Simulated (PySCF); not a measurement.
**LiO: energy against distance**

Set-up: Li def2-SVP, O def2-SVP; no relativity (PySCF 2.14). Energies in eV from Li + O in their ground configurations at the same level. State: ²Π (doublet), unpaired electrons π ↑.

```
R (Å)     UHF   HSE06
1.431  -1.087  -2.813
1.498  -1.409  -3.112
1.564  -1.591  -3.278
1.614  -1.659  -3.338
1.664  -1.681  -3.355
1.714  -1.667  -3.338
1.780  -1.605  -3.277
1.864  -1.479  -3.154
1.964  -1.282  -2.966
2.097  -0.977  -2.677
```

**Question.** Put a parabola through the three lowest points of the UHF curve and estimate Re, k and ωe (reduced mass 4.877 u; 1 eV/Å² = 0.16022 mdyn/Å; ωe = 1302.8·√(k/μ) cm⁻¹).

**Answer.** Through R = 1.614, 1.664, 1.714 Å the second-order coefficient is 7.20 eV/Å², so Re ≈ 1.670 Å, k ≈ 2.31 mdyn/Å and ωe ≈ 896 cm⁻¹. A polynomial fit of higher order to the unrounded UHF energies gives Re = 1.667 Å, k = 2.27 mdyn/Å, ωe = 888 cm⁻¹; anharmonicity and rounding make the difference.

The higher-order fit for each curve: UHF: Re = 1.667 Å, ωe = 888 cm⁻¹, De = 1.68 eV; HSE06: Re = 1.662 Å, ωe = 867 cm⁻¹, De = 3.35 eV.

The state is the lowest determinant that a PBE0 search found; another state may lie lower at other levels.
